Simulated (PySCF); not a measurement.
Ionisation energy of Ar by level of theory

Ar [Ar] (1S) → Ar⁺ [Ne] 3s2 3p5 (2P), as a difference of total energies. Computed with PySCF 2.14 in aug-cc-pVDZ-DK, with the spin-free X2C one-electron Hamiltonian (Gaussian nucleus). Correlated levels: valence: [Ne] frozen. The calculations carry no spin-orbit coupling.

```json
{"method": "UHF", "ionisation energy (eV)": "14.664"}
{"method": "LDA", "ionisation energy (eV)": "16.031"}
{"method": "PBE", "ionisation energy (eV)": "15.762"}
{"method": "PBE0", "ionisation energy (eV)": "15.784"}
{"method": "r2SCAN", "ionisation energy (eV)": "15.866"}
{"method": "r2SCANh", "ionisation energy (eV)": "15.853"}
{"method": "B3LYP", "ionisation energy (eV)": "15.846"}
{"method": "HSE06", "ionisation energy (eV)": "15.775"}
{"method": "M06-2X", "ionisation energy (eV)": "15.816"}
{"method": "MP2 (valence)", "ionisation energy (eV)": "15.639"}
{"method": "SCS-MP2 (valence)", "ionisation energy (eV)": "15.540"}
```

**Question.** How much does correlation contribute at MP2 (valence)?

**Answer.** 15.639 − (14.664) = 0.975 eV, measured against UHF.

A first-order spin-orbit estimate (lowest level to lowest level, LS coupling) adds -0.057 eV.

Errors of the correlated levels include the incompleteness of this basis and the frozen core.

For comparison: 15.760 eV (measured; NIST Atomic Spectra Database, ionization energies).
